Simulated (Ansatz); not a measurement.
Basis-set extrapolation for `CC(=O)C1CC1` (PBE0-D4/def2-TZVP geometry, frozen core, the Gaussian-basis code of Ansatz). Multiplicity 1, RHF reference.

```tsv
	def2-TZVPP	def2-QZVPP
HF	-268.938494	-268.950627
MP2 correlation	-1.061597	-1.131992
CCSD(T) correlation	-1.147967	not run
```

Energies in hartree. Use E(X) = E(∞) + A·exp(−7.88·√X) for Hartree–Fock and E(X) = E(∞) + B·X^(−2.97) for correlation, with X = 3 and 4, and add CCSD(T) minus MP2 of the smaller set to the MP2 limit.

Q: What is the CCSD(T) energy at the basis-set limit?

A: HF limit: -268.950627 + (-0.012133) × 0.13774 = -268.95230. MP2 limit: -1.131992 + (-0.070395) × 0.74074 = -1.18414. Higher-order term: -1.147967 − (-1.061597) = -0.08637. Total: -270.22281 hartree, 3.71 eV below CCSD(T)/def2-TZVPP.
